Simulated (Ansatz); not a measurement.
## Relaxing a trial structure of CH2MgS

The starting geometry of this gas-phase singlet was optimised with GFN2-xTB.

```json
{"atom": "C", "x (Å)": "1.0849", "y (Å)": "0.1448", "z (Å)": "1.5087"}
{"atom": "Mg", "x (Å)": "1.6966", "y (Å)": "2.0674", "z (Å)": "0.5434"}
{"atom": "S", "x (Å)": "1.9025", "y (Å)": "-1.1976", "z (Å)": "0.8961"}
{"atom": "H", "x (Å)": "1.3316", "y (Å)": "0.4225", "z (Å)": "2.5401"}
{"atom": "H", "x (Å)": "0.0168", "y (Å)": "0.2047", "z (Å)": "1.2669"}
```

Predict what it relaxes into with BLYP-D3(BJ)/def2-SVP.

It loosens into CH2S + Mg, which stay close as a complex. Contacts that open: C1–Mg2 (2.24 → 2.86 Å).

The energy falls by 0.22 eV over 10 steps:

| step | E − E(last) (eV) |
| --- | --- |
| 1 | 0.217 |
| 2 | 0.104 |
| 3 | 0.062 |
| 4 | 0.050 |
| 5 | 0.010 |
| 6 | 0.003 |
| 7 | 0.000 |
| 8 | 0.000 |
| 9 | 0.000 |
| 10 | 0.000 |

Final geometry (Å):

```yaml
atoms:
  - { symbol: C, position_ang: [1.0426, -0.0819, 1.5913] }
  - { symbol: Mg, position_ang: [1.7223, 2.4476, 0.4518] }
  - { symbol: S, position_ang: [1.8792, -1.3529, 0.9466] }
  - { symbol: H, position_ang: [1.3594, 0.4258, 2.5267] }
  - { symbol: H, position_ang: [0.0289, 0.2033, 1.2388] }
```

The end wasn't checked by frequencies. Run with Ansatz 0.2.0, 19 s on 1 thread of Arm Neoverse N1, with other jobs on the host.
